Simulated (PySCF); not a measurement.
CO.
InChI=1S/CO/c1-2

The calculation used PBE0-D3(BJ)/def2-SVP geometry optimisation, gas phase in PySCF.

Masses are those of the commonest isotopes; rigid-rotor values at the optimised geometry. 

(1) What are the moment of inertia and the rotational constant?

(2) List the first levels of a rigid rotor in a Σ state.

(3) Where do the first rotational lines fall?

Answers

(1) I = 8.726 u·Å², B = 505379 MHz·u·Å²/I = 57919 MHz (1.9320 cm⁻¹, or 2.780 K as hB/k). For two atoms I = μr² with μ = 6.8562 u and r = 1.1281 Å.

(2) E(J) = BJ(J+1): J = 1: 3.864, J = 2: 11.592, J = 3: 23.184, J = 4: 38.640, J = 5: 57.959, J = 6: 81.143 cm⁻¹.

(3) The dipole is 0.21 D; J+1 ← J lies at 2B(J+1): 1 ← 0 at 115.84 GHz, 2 ← 1 at 231.68 GHz, 3 ← 2 at 347.52 GHz, 4 ← 3 at 463.35 GHz, 5 ← 4 at 579.19 GHz, 6 ← 5 at 695.03 GHz.

No frequency check. Constants of a rigid frame at the computed geometry: no zero-point averaging, no centrifugal distortion.
